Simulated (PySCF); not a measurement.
C5H5Cl.
Structure used (GFN2-xTB), in Å, numbered top down from 1:
```
atom  x, y, z in Å
C1    -1.7861   -0.2431   -0.0993
C2    -0.4771    0.3950    0.0040
C3     0.2853    1.4735    0.1173
C4     0.9593    0.1912    0.0530
C5     2.0282   -0.5628    0.0466
Cl6    1.9000   -2.3025   -0.0871
H7    -1.8402   -0.8172   -1.0246
H8    -1.9154   -0.9438    0.7258
H9    -2.5860    0.4949   -0.0803
H10    0.3966    2.5264    0.2001
H11    3.0408   -0.2088    0.1185
```

The closed-shell SCF was solved with PySCF and density fitting under several settings on one GFN2-xTB geometry (grid level 2 and gas phase unless stated).

| settings | basis functions | SCF cycles | E (Eh) | HOMO (eV) | LUMO (eV) | dipole (D) |
| --- | --- | --- | --- | --- | --- | --- |
| PBE0/pcSseg-1 | 134 | 13 | -653.1980 | -5.89 | -0.47 | 3.83 |
| PBE0/def2-SVPD | 167 | 13 | -652.9758 | -5.92 | -0.54 | 3.90 |
| PW91/ANO-RCC-VDZP | 113 | 15 | -653.2287 | -4.70 | -1.40 | 3.80 |
| PBE0/MINI, grid level 1, level shift 0.1 Eh | 39 | 10 | -649.3762 | -7.80 | -2.53 | 2.81 |
| B97-2/def2-SVPD | 167 | 14 | -653.3331 | -5.69 | -0.60 | 3.91 |
| B97-2/pcSseg-1, energy threshold 1e-07 Eh, start guess huckel | 134 | 13 | -653.5530 | -5.65 | -0.53 | 3.83 |
| wB97X/aug-pcSseg-1 | 208 | 13 | -653.5361 | -8.13 | 0.90 | 3.95 |

Estimate the row for these settings: PBE0/cc-pVTZ, damping 0.2 at the start, DIIS from the seventh cycle, energy threshold 1e-07 Eh.

```csv
settings,basis functions,SCF cycles,E (Eh),HOMO (eV),LUMO (eV),dipole (D)
"PBE0/cc-pVTZ, damping 0.2 at the start, DIIS from the seventh cycle, energy threshold 1e-07 Eh",254,12,-653.3275,-5.82,-0.43,3.83
```

Over all rows, what range does the HOMO–LUMO gap span?

From 3.30 eV (PW91/ANO-RCC-VDZP) to 9.03 eV (wB97X/aug-pcSseg-1). The functional of the narrowest has no exact exchange, that of the widest range-separated exact exchange.

Compare two rows with the functional B97-2: B97-2/pcSseg-1, energy threshold 1e-07 Eh, start guess huckel and B97-2/def2-SVPD. Which energy is lower, and by how much?

B97-2/pcSseg-1, energy threshold 1e-07 Eh, start guess huckel (134 functions) lies 0.2199 Eh or 138 kcal/mol below B97-2/def2-SVPD (167 functions). The smaller set gives the lower energy; the two sets aren't nested, so the variational bound doesn't order them by size.

Cycle counts include a coarse-grid stage where the run had one. ANO-RCC sets were contracted for a scalar-relativistic Hamiltonian, but ran non-relativistically here.
